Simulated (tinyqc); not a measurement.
Inside a calculation (part 1 of 2). Method: G0W0 on RHF in the sto-3g basis, for H2O, spin multiplicity 1. Computed by tinyqc, a small Python program that keeps every step (integrals from PySCF). Settings: charge = 0, multiplicity = 1, basis = sto-3g, method = RHF, energy threshold = 1e-10, iteration cap = 51, orthogonalisation = canonical, start = core, DIIS depth = 6. Command: `OMP_NUM_THREADS=1 python tinyqc.py 23798 23799 out.jsonl` (the two numbers bound the seeds that draw the settings). One thread of a shared host (Intel(R) Xeon(R) Processor @ 2.60GHz), about 0.06 s of CPU time with the checks. The early iterations of the SCF are left out here.

## One-electron integrals

Geometry (angstrom):
```
atom        x         y        z
O     0.00000   0.00000  0.00000
H     0.00000   0.69000  0.58500
H     0.00000  -0.70800  0.60100
```

Basis sto-3g: exponents (1/bohr^2) and contraction coefficients of normalised primitives:
```
element  l (shell)   exponent  coefficient
O            s (1)  130.70932      0.15433
O            s (1)   23.80886      0.53533
O            s (1)    6.44361      0.44463
O            s (2)    5.03315     -0.09997
O            s (2)    1.16960      0.39951
O            s (2)    0.38039      0.70012
O            p (3)    5.03315      0.15592
O            p (3)    1.16960      0.60768
O            p (3)    0.38039      0.39196
H            s (1)    3.42525      0.15433
H            s (1)    0.62391      0.53533
H            s (1)    0.16886      0.44463
```

Overlap, kinetic and nuclear-attraction integrals over the contracted functions; the nuclear repulsion is the sum of Za Zb / Rab.

nuclear repulsion = 9.6167930 hartree

overlap S, order 1O 1s, 1O 2s, 1O 2px, 1O 2py, 1O 2pz, 2H 1s, 3H 1s:
$$\begin{pmatrix}
1.00000 & 0.23670 & 0.00000 & 0.00000 & 0.00000 & 0.06112 & 0.05775 \\
0.23670 & 1.00000 & 0.00000 & 0.00000 & 0.00000 & 0.50992 & 0.49370 \\
0.00000 & 0.00000 & 1.00000 & 0.00000 & 0.00000 & 0.00000 & 0.00000 \\
0.00000 & 0.00000 & 0.00000 & 1.00000 & 0.00000 & 0.31352 & -0.30736 \\
0.00000 & 0.00000 & 0.00000 & 0.00000 & 1.00000 & 0.26581 & 0.26091 \\
0.06112 & 0.50992 & 0.00000 & 0.31352 & 0.26581 & 1.00000 & 0.29648 \\
0.05775 & 0.49370 & 0.00000 & -0.30736 & 0.26091 & 0.29648 & 1.00000
\end{pmatrix}$$

kinetic energy T (hartree), order 1O 1s, 1O 2s, 1O 2px, 1O 2py, 1O 2pz, 2H 1s, 3H 1s:
$$\begin{pmatrix}
29.00320 & -0.16801 & 0.00000 & 0.00000 & 0.00000 & 0.00179 & -0.00033 \\
-0.16801 & 0.80813 & 0.00000 & 0.00000 & 0.00000 & 0.15544 & 0.14277 \\
0.00000 & 0.00000 & 2.52873 & 0.00000 & 0.00000 & 0.00000 & 0.00000 \\
0.00000 & 0.00000 & 0.00000 & 2.52873 & 0.00000 & 0.24889 & -0.23381 \\
0.00000 & 0.00000 & 0.00000 & 0.00000 & 2.52873 & 0.21102 & 0.19848 \\
0.00179 & 0.15544 & 0.00000 & 0.24889 & 0.21102 & 0.76003 & 0.01997 \\
-0.00033 & 0.14277 & 0.00000 & -0.23381 & 0.19848 & 0.01997 & 0.76003
\end{pmatrix}$$

nuclear attraction V (hartree), order 1O 1s, 1O 2s, 1O 2px, 1O 2py, 1O 2pz, 2H 1s, 3H 1s:
$$\begin{pmatrix}
-61.77324 & -7.45642 & 0.00000 & -0.00068 & -0.02191 & -1.98549 & -1.87413 \\
-7.45642 & -10.18696 & 0.00000 & -0.00630 & -0.25342 & -4.24832 & -4.08131 \\
0.00000 & 0.00000 & -10.02224 & 0.00000 & 0.00000 & 0.00000 & 0.00000 \\
-0.00068 & -0.00630 & 0.00000 & -10.18206 & -0.00378 & -2.32967 & 2.25869 \\
-0.02191 & -0.25342 & 0.00000 & -0.00378 & -10.13726 & -2.06702 & -2.00838 \\
-1.98549 & -4.24832 & 0.00000 & -2.32967 & -2.06702 & -6.07344 & -1.94297 \\
-1.87413 & -4.08131 & 0.00000 & 2.25869 & -2.00838 & -1.94297 & -5.97589
\end{pmatrix}$$

core Hamiltonian H = T + V (hartree), order 1O 1s, 1O 2s, 1O 2px, 1O 2py, 1O 2pz, 2H 1s, 3H 1s:
$$\begin{pmatrix}
-32.77004 & -7.62443 & 0.00000 & -0.00068 & -0.02191 & -1.98370 & -1.87446 \\
-7.62443 & -9.37883 & 0.00000 & -0.00630 & -0.25342 & -4.09288 & -3.93854 \\
0.00000 & 0.00000 & -7.49351 & 0.00000 & 0.00000 & 0.00000 & 0.00000 \\
-0.00068 & -0.00630 & 0.00000 & -7.65333 & -0.00378 & -2.08077 & 2.02488 \\
-0.02191 & -0.25342 & 0.00000 & -0.00378 & -7.60853 & -1.85600 & -1.80990 \\
-1.98370 & -4.09288 & 0.00000 & -2.08077 & -1.85600 & -5.31341 & -1.92300 \\
-1.87446 & -3.93854 & 0.00000 & 2.02488 & -1.80990 & -1.92300 & -5.21586
\end{pmatrix}$$

## Two-electron integrals

Functions are numbered as in S; the eight-fold symmetry (ij|kl) = (ji|kl) = (kl|ij) leaves the list below.

Two-electron integrals (ij|kl) in chemists' order, unique and non-zero (hartree):
```
(11|11) 4.78507     (21|11) 0.74138     (21|21) 0.13687     (22|11) 1.11895
(22|21) 0.25663     (22|22) 0.81721     (31|31) 0.02448     (32|31) 0.03781
(32|32) 0.18052     (33|11) 1.11581     (33|21) 0.25668     (33|22) 0.81702
(33|33) 0.88016     (41|41) 0.02448     (42|41) 0.03781     (42|42) 0.18052
(43|43) 0.04744     (44|11) 1.11581     (44|21) 0.25668     (44|22) 0.81702
(44|33) 0.78527     (44|44) 0.88016     (51|51) 0.02448     (52|51) 0.03781
(52|52) 0.18052     (53|53) 0.04744     (54|54) 0.04744     (55|11) 1.11581
(55|21) 0.25668     (55|22) 0.81702     (55|33) 0.78527     (55|44) 0.78527
(55|55) 0.88016     (61|11) 0.19484     (61|21) 0.03563     (61|22) 0.06626
(61|33) 0.06614     (61|41) 0.00124     (61|42) 0.00231     (61|44) 0.06636
(61|51) 0.00105     (61|52) 0.00196     (61|54) 0.00019     (61|55) 0.06630
(61|61) 0.00939     (62|11) 0.44146     (62|21) 0.10238     (62|22) 0.35716
(62|33) 0.35138     (62|41) 0.00580     (62|42) 0.04301     (62|44) 0.36127
(62|51) 0.00492     (62|52) 0.03646     (62|54) 0.00838     (62|55) 0.35849
(62|61) 0.02710     (62|62) 0.18807     (63|31) 0.01110     (63|32) 0.06318
(63|43) 0.00909     (63|53) 0.00771     (63|63) 0.02787     (64|11) 0.23161
(64|21) 0.05444     (64|22) 0.20293     (64|33) 0.19358     (64|41) 0.01383
(64|42) 0.08659     (64|44) 0.21738     (64|51) 0.00232     (64|52) 0.01984
(64|54) 0.01247     (64|55) 0.19762     (64|61) 0.01509     (64|62) 0.12981
(64|64) 0.11654     (65|11) 0.19636     (65|21) 0.04616     (65|22) 0.17205
(65|33) 0.16413     (65|41) 0.00232     (65|42) 0.01984     (65|44) 0.16888
(65|51) 0.01306     (65|52) 0.08001     (65|54) 0.01313     (65|55) 0.18296
(65|61) 0.01280     (65|62) 0.11006     (65|64) 0.07518     (65|65) 0.09160
(66|11) 0.55787     (66|21) 0.13146     (66|22) 0.52254     (66|33) 0.50124
(66|41) 0.01027     (66|42) 0.10230     (66|44) 0.53806     (66|51) 0.00870
(66|52) 0.08673     (66|54) 0.03121     (66|55) 0.52770     (66|61) 0.03517
(66|62) 0.33557     (66|64) 0.26487     (66|65) 0.22456     (66|66) 0.77461
(71|11) 0.18395     (71|21) 0.03365     (71|22) 0.06260     (71|33) 0.06249
(71|41) -0.00117    (71|42) -0.00219    (71|44) 0.06270     (71|51) 0.00100
(71|52) 0.00186     (71|54) -0.00018    (71|55) 0.06264     (71|61) 0.00875
(71|62) 0.02487     (71|64) 0.01257     (71|65) 0.01175     (71|66) 0.03187
(71|71) 0.00838     (72|11) 0.42384     (72|21) 0.09832     (72|22) 0.34389
(72|33) 0.33826     (72|41) -0.00559    (72|42) -0.04172    (72|44) 0.34789
(72|51) 0.00474     (72|52) 0.03541     (72|54) -0.00818    (72|55) 0.34520
(72|61) 0.02528     (72|62) 0.15153     (72|64) 0.07114     (72|65) 0.08656
(72|66) 0.22796     (72|71) 0.02459     (72|72) 0.17547     (73|31) 0.01057
(73|32) 0.06050     (73|43) -0.00879    (73|53) 0.00746     (73|63) 0.02175
(73|73) 0.02576     (74|11) -0.22483    (74|21) -0.05286    (74|22) -0.19750
(74|33) -0.18843    (74|41) 0.01322     (74|42) 0.08337     (74|44) -0.21147
(74|51) -0.00225    (74|52) -0.01942    (74|54) 0.01210     (74|55) -0.19237
(74|61) -0.01293    (74|62) -0.07228    (74|64) -0.01250    (74|65) -0.04025
(74|66) -0.09391    (74|71) -0.01384    (74|72) -0.12241    (74|74) 0.11024
(75|11) 0.19085     (75|21) 0.04487     (75|22) 0.16765     (75|33) 0.15995
(75|41) -0.00225    (75|42) -0.01942    (75|44) 0.16460     (75|51) 0.01248
(75|52) 0.07698     (75|54) -0.01273    (75|55) 0.17822     (75|61) 0.01207
(75|62) 0.08726     (75|64) 0.03998     (75|65) 0.07084     (75|66) 0.14468
(75|71) 0.01175     (75|72) 0.10391     (75|74) -0.07171    (75|75) 0.08663
(76|11) 0.19203     (76|21) 0.04494     (76|22) 0.16990     (76|33) 0.16587
(76|41) -2.38e-05   (76|42) -0.00027    (76|44) 0.16891     (76|51) 0.00343
(76|52) 0.03006     (76|54) -0.00008    (76|55) 0.17473     (76|61) 0.01179
(76|62) 0.08921     (76|64) 0.05258     (76|65) 0.05877     (76|66) 0.16372
(76|71) 0.01115     (76|72) 0.08654     (76|74) -0.05188    (76|75) 0.05755
(76|76) 0.05106     (77|11) 0.54578     (77|21) 0.12866     (77|22) 0.51364
(77|33) 0.49269     (77|41) -0.00993    (77|42) -0.10033    (77|44) 0.52885
(77|51) 0.00843     (77|52) 0.08517     (77|54) -0.03070    (77|55) 0.51875
(77|61) 0.03301     (77|62) 0.23279     (77|64) 0.09430     (77|65) 0.14656
(77|66) 0.36800     (77|71) 0.03251     (77|72) 0.32200     (77|74) -0.25675
(77|75) 0.21795     (77|76) 0.16372     (77|77) 0.77461
```

## Orthogonalisation

S = U s U^T; canonical form X = U s^(-1/2), so that X^T S X = 1. Each column of U has its largest component positive (the first on a tie).

eigenvalues of S: [0.31424, 0.38936, 0.88198, 1.00000, 1.09586, 1.31508, 2.00348]

X, order 1O 1s, 1O 2s, 1O 2px, 1O 2py, 1O 2pz, 2H 1s, 3H 1s:
$$\begin{pmatrix}
-0.29076 & 0.03764 & 0.76431 & 0.00000 & -0.61801 & 0.00000 & 0.13971 \\
1.23109 & -0.12533 & -0.30880 & 0.00000 & -0.30866 & -0.00190 & 0.40530 \\
0.00000 & 0.00000 & 0.00000 & 1.00000 & 0.00000 & 0.00000 & 0.00000 \\
0.11652 & 0.92865 & -0.00030 & 0.00000 & 0.00610 & 0.70836 & 0.00492 \\
0.59280 & -0.06352 & 0.64251 & 0.00000 & 0.63893 & -0.00512 & 0.19540 \\
-0.89170 & -0.83198 & -0.14249 & 0.00000 & 0.11607 & 0.35313 & 0.37648 \\
-0.64960 & 0.99629 & -0.14546 & 0.00000 & 0.11649 & -0.36594 & 0.36797
\end{pmatrix}$$

## Iteration 8 (converged): orbitals

converged F (hartree), order 1O 1s, 1O 2s, 1O 2px, 1O 2py, 1O 2pz, 2H 1s, 3H 1s:
$$\begin{pmatrix}
-20.23504 & -5.16457 & 0.00000 & -0.00062 & -0.03109 & -1.35248 & -1.27858 \\
-5.16457 & -2.46485 & 0.00000 & -0.00727 & -0.15314 & -1.12194 & -1.07945 \\
0.00000 & 0.00000 & -0.39816 & 0.00000 & 0.00000 & 0.00000 & 0.00000 \\
-0.00062 & -0.00727 & 0.00000 & -0.34475 & -0.00725 & -0.39706 & 0.38931 \\
-0.03109 & -0.15314 & 0.00000 & -0.00725 & -0.38515 & -0.40586 & -0.39933 \\
-1.35248 & -1.12194 & 0.00000 & -0.39706 & -0.40586 & -0.66104 & -0.47181 \\
-1.27858 & -1.07945 & 0.00000 & 0.38931 & -0.39933 & -0.47181 & -0.62472
\end{pmatrix}$$

Diagonalise F' = X^T F X, C = X C', fill 5 alpha and 5 beta electrons from the bottom; D = 2 C_occ C_occ^T. Each column has its largest component positive (the first on a tie).

F' = X^T F X (hartree):
$$\begin{pmatrix}
0.32489 & 0.07386 & 1.39340 & 0.00000 & -0.92313 & 0.01674 & 0.02765 \\
0.07386 & 0.75319 & -0.21893 & 0.00000 & 0.16432 & 0.13254 & -0.02466 \\
1.39340 & -0.21893 & -9.26073 & 0.00000 & 9.02012 & -0.00135 & -3.68050 \\
0.00000 & 0.00000 & 0.00000 & -0.39816 & 0.00000 & 0.00000 & 0.00000 \\
-0.92313 & 0.16432 & 9.02012 & 0.00000 & -9.61964 & -0.00227 & 3.89981 \\
0.01674 & 0.13254 & -0.00135 & 0.00000 & -0.00227 & -0.61758 & -0.00436 \\
0.02765 & -0.02466 & -3.68050 & 0.00000 & 3.89981 & -0.00436 & -2.78974
\end{pmatrix}$$

orbital energies (hartree): MO1 -20.24403, MO2 -1.29748, MO3 -0.63043, MO4 -0.47020, MO5 -0.39816, MO6 0.65329, MO7 0.77925

coefficients C, order 1O 1s, 1O 2s, 1O 2px, 1O 2py, 1O 2pz, 2H 1s, 3H 1s:
$$\begin{pmatrix}
0.99404 & -0.23076 & 0.00378 & 0.10864 & 0.00000 & -0.13459 & -0.01688 \\
0.02741 & 0.81701 & -0.02098 & -0.56552 & 0.00000 & 0.93844 & 0.13037 \\
0.00000 & 0.00000 & 0.00000 & 0.00000 & 1.00000 & 0.00000 & 0.00000 \\
0.00019 & 0.00709 & 0.61590 & -0.00706 & 0.00000 & -0.10705 & 0.99343 \\
0.00495 & 0.15070 & 0.01068 & 0.76958 & 0.00000 & 0.76888 & 0.09183 \\
-0.00659 & 0.16489 & 0.44509 & 0.25932 & 0.00000 & -0.72882 & -0.98172 \\
-0.00622 & 0.15521 & -0.44630 & 0.27436 & 0.00000 & -0.90354 & 0.77695
\end{pmatrix}$$

D after iteration 8, order 1O 1s, 1O 2s, 1O 2px, 1O 2py, 1O 2pz, 2H 1s, 3H 1s:
$$\begin{pmatrix}
2.10637 & -0.44560 & 0.00000 & 0.00022 & 0.10758 & -0.02949 & -0.02777 \\
-0.44560 & 1.97704 & 0.00000 & -0.00626 & -0.62437 & -0.04292 & -0.03831 \\
0.00000 & 0.00000 & 2.00000 & 0.00000 & 0.00000 & 0.00000 & 0.00000 \\
0.00022 & -0.00626 & 0.00000 & 0.75885 & 0.00443 & 0.54693 & -0.55143 \\
0.10758 & -0.62437 & 0.00000 & 0.00443 & 1.23022 & 0.45828 & 0.45948 \\
-0.02949 & -0.04292 & 0.00000 & 0.54693 & 0.45828 & 0.58517 & -0.20373 \\
-0.02777 & -0.03831 & 0.00000 & -0.55143 & 0.45948 & -0.20373 & 0.59718
\end{pmatrix}$$

## Convergence

Stop when the energy changes by less than 1e-10 hartree and every element of the error matrix X^T (F D S - S D F) X is below 3e-06.

Course of the cycle:
```
iteration  E (hartree)     change  largest element of the error matrix
1          -73.2002056          -                             1.04e+00
2          -74.9398475  -1.74e+00                             1.15e-01
3          -74.9509918  -1.11e-02                             2.54e-02
4          -74.9516359  -6.44e-04                             4.19e-03
5          -74.9516603  -2.44e-05                             8.68e-04
6          -74.9516614  -1.10e-06                             8.91e-05
7          -74.9516614  -7.99e-09                             2.16e-06
8          -74.9516614  -4.65e-12                             1.15e-07
```

PySCF RHF in the same basis = -74.9516614 hartree

Converged in 8 iterations.

## Integrals over molecular orbitals

(pq|rs) = sum C_ip C_jq C_kr C_ls (ij|kl), one index at a time.

one-electron integrals over orbitals h = C^T H C (hartree):
$$\begin{pmatrix}
-32.75209 & 0.55414 & -0.00912 & -0.25033 & 0.00000 & 0.30950 & 0.03881 \\
0.55414 & -7.72692 & 0.00185 & 0.40214 & 0.00000 & -1.41494 & -0.18457 \\
-0.00912 & 0.00185 & -6.48676 & -0.03094 & 0.00000 & 0.20096 & -1.66037 \\
-0.25033 & 0.40214 & -0.03094 & -7.06888 & 0.00000 & -1.03082 & -0.08319 \\
0.00000 & 0.00000 & 0.00000 & 0.00000 & -7.49351 & 0.00000 & 0.00000 \\
0.30950 & -1.41494 & 0.20096 & -1.03082 & 0.00000 & -5.39085 & 0.02598 \\
0.03881 & -0.18457 & -1.66037 & -0.08319 & 0.00000 & 0.02598 & -5.60268
\end{pmatrix}$$

Two-electron integrals over orbitals (pq|rs), unique and non-zero (hartree):
```
(11|11) 4.74386     (21|11) -0.41286    (21|21) 0.05735     (22|11) 1.00231
(22|21) -0.01203    (22|22) 0.73536     (31|11) 0.00685     (31|21) -0.00075
(31|22) 0.00086     (31|31) 0.01143     (32|11) -0.00181    (32|21) 0.00044
(32|22) 0.00431     (32|31) 0.01832     (32|32) 0.14722     (33|11) 0.81694
(33|21) -0.00436    (33|22) 0.65728     (33|31) -0.00033    (33|32) -0.00212
(33|33) 0.64725     (41|11) 0.19356     (41|21) -0.02317    (41|22) 0.01765
(41|31) 0.00056     (41|32) 3.35e-05    (41|33) 0.00694     (41|41) 0.02883
(42|11) -0.12438    (42|21) 0.00976     (42|22) 0.01332     (42|31) -3.46e-05
(42|32) 0.00018     (42|33) 0.00723     (42|41) 0.01814     (42|42) 0.11991
(43|11) 0.00733     (43|21) -0.00034    (43|22) 0.00214     (43|31) -0.00407
(43|32) 0.01568     (43|33) 0.00123     (43|41) -0.00041    (43|42) -0.00310
(43|43) 0.04646     (44|11) 1.00936     (44|21) -0.01437    (44|22) 0.67451
(44|31) 4.58e-06    (44|32) -0.00215    (44|33) 0.60842     (44|41) -0.01177
(44|42) -0.10446    (44|43) 0.00444     (44|44) 0.79797     (51|51) 0.02607
(52|51) 0.03221     (52|52) 0.14261     (53|51) -0.00053    (53|52) -0.00173
(53|53) 0.02986     (54|51) -0.01426    (54|52) -0.04882    (54|53) 0.00112
(54|54) 0.05856     (55|11) 1.11533     (55|21) -0.01155    (55|22) 0.74649
(55|31) 0.00019     (55|32) -0.00084    (55|33) 0.63938     (55|41) 0.00540
(55|42) -0.06650    (55|43) 0.00409     (55|44) 0.73495     (55|55) 0.88016
(61|11) -0.24274    (61|21) 0.03665     (61|22) 0.00043     (61|31) -0.00207
(61|32) -0.00226    (61|33) 0.00039     (61|41) -0.00142    (61|42) 0.02034
(61|43) 0.00008     (61|44) -0.02049    (61|55) -0.00624    (61|61) 0.03294
(62|11) 0.31595     (62|21) -0.00644    (62|22) 0.14552     (62|31) -0.00122
(62|32) -0.00534    (62|33) 0.08118     (62|41) 0.01883     (62|42) 0.01781
(62|43) 0.00429     (62|44) 0.09076     (62|55) 0.16095     (62|61) 0.00696
(62|62) 0.10394     (63|11) -0.04217    (63|21) 0.00092     (63|22) -0.01718
(63|31) 0.00359     (63|32) -0.03572    (63|33) -0.01106    (63|41) -0.00012
(63|42) 0.00849     (63|43) -0.02546    (63|44) -0.01752    (63|55) -0.02255
(63|61) 0.00023     (63|62) -0.01272    (63|63) 0.06711     (64|11) 0.20961
(64|21) -0.00209    (64|22) 0.08749     (64|31) 0.00114     (64|32) 0.00878
(64|33) 0.04265     (64|41) 0.00174     (64|42) -0.03218    (64|43) 0.00189
(64|44) 0.11954     (64|55) 0.10956     (64|61) -0.00079    (64|62) 0.05803
(64|63) -0.01422    (64|64) 0.06543     (65|51) 0.01603     (65|52) 0.05953
(65|53) -0.00342    (65|54) -0.00361    (65|65) 0.03938     (66|11) 0.81948
(66|21) -0.00686    (66|22) 0.62550     (66|31) -0.00172    (66|32) -0.02086
(66|33) 0.58061     (66|41) 0.02188     (66|42) 0.05886     (66|43) -0.00989
(66|44) 0.55437     (66|55) 0.59651     (66|61) 0.00880     (66|62) 0.09982
(66|63) 0.00765     (66|64) 0.04076     (66|66) 0.60957     (71|11) -0.03068
(71|21) 0.00480     (71|22) 0.00055     (71|31) 0.01546     (71|32) 0.02311
(71|33) -0.00063    (71|41) -0.00050    (71|42) 0.00204     (71|43) -0.00579
(71|44) -0.00230    (71|55) -0.00077    (71|61) 0.00165     (71|62) -0.00131
(71|63) 0.00443     (71|64) 0.00139     (71|66) -0.00182    (71|71) 0.02162
(72|11) 0.04198     (72|21) -0.00078    (72|22) 0.01876     (72|31) 0.01345
(72|32) 0.03428     (72|33) 0.00873     (72|41) 0.00196     (72|42) -0.00030
(72|43) -0.03590    (72|44) 0.01368     (72|55) 0.02095     (72|61) -0.00137
(72|62) 0.00619     (72|63) 0.03525     (72|64) 0.00880     (72|66) 0.01453
(72|71) 0.01730     (72|72) 0.06070     (73|11) 0.35534     (73|21) -0.00771
(73|22) 0.12632     (73|31) 0.00019     (73|32) -0.00643    (73|33) 0.08989
(73|41) -0.00112    (73|42) -0.07772    (73|43) 0.00081     (73|44) 0.15989
(73|55) 0.18335     (73|61) -0.00749    (73|62) 0.07612     (73|63) -0.01047
(73|64) 0.07382     (73|66) 0.03787     (73|71) -0.00074    (73|72) 0.01398
(73|73) 0.15086     (74|11) 0.01707     (74|21) -0.00022    (74|22) 0.00511
(74|31) -0.01029    (74|32) -0.07894    (74|33) 0.00538     (74|41) 0.00041
(74|42) -0.00106    (74|43) 0.00637     (74|44) 0.01004     (74|55) 0.00849
(74|61) 0.00165     (74|62) 0.00785     (74|63) 0.03925     (74|64) -0.00275
(74|66) 0.01663     (74|71) -0.01367    (74|72) -0.01461    (74|73) 0.01108
(74|74) 0.06990     (75|51) 0.00202     (75|52) 0.00757     (75|53) 0.02320
(75|54) -0.00104    (75|65) 0.00193     (75|75) 0.02391     (76|11) -0.00312
(76|21) 0.00031     (76|22) 0.00323     (76|31) 0.00924     (76|32) 0.09655
(76|33) -0.00535    (76|41) 0.00199     (76|42) 0.00706     (76|43) 0.04191
(76|44) -0.00735    (76|55) -0.00212    (76|61) 0.00022     (76|62) 0.00409
(76|63) -0.05711    (76|64) 0.00814     (76|66) -0.02043    (76|71) 0.01195
(76|72) -0.01293    (76|73) -0.01187    (76|74) -0.05550    (76|76) 0.10837
(77|11) 0.86901     (77|21) -0.00921    (77|22) 0.62923     (77|31) 0.00247
(77|32) 0.02329     (77|33) 0.61872     (77|41) 0.00473     (77|42) -0.00907
(77|43) 0.01030     (77|44) 0.61147     (77|55) 0.62605     (77|61) -0.00526
(77|62) 0.06999     (77|63) -0.02371    (77|64) 0.03961     (77|66) 0.56828
(77|71) 0.00233     (77|72) 0.00666     (77|73) 0.08426     (77|74) -0.01047
(77|76) 0.01952     (77|77) 0.62871
```
